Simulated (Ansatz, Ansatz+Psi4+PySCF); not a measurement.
Two shapes of singlet CH4O.

Shape 1:

```xyz
6

C    -0.0471    0.6644    0.0000
O    -0.0471   -0.7585    0.0000
H    -1.0930    0.9698    0.0000
H     0.8785   -1.0485    0.0000
H     0.4371    1.0804    0.8918
H     0.4371    1.0804   -0.8918
```

Shape 2:

```xyz
6

C    -0.0398    0.6707    0.0000
O    -0.0398   -0.7522    0.0000
H    -1.0856    0.9761    0.0000
H     0.8859   -1.0421    0.0000
H     0.4224    1.0677    0.8511
H     0.4224    1.0677   -0.8511
```

Basis set: cc-pVTZ (spherical functions). Left uncorrelated: 2 orbitals. Charge 0, multiplicity 1.

Computed with Ansatz (development build ahead of 0.2.0) and Psi4 1.11; each method stands on the lowest determinant of its kind that the runs found.

Task: Which shape is lower in energy, and by how much in each method?

Result:

| method | E(2) − E(1) (eV) |
| --- | --- |
| RHF | 0.050 |
| RHF-MP2 | 0.070 |
| RHF-CCSD(T) | 0.081 |

Shape 1 is lower.
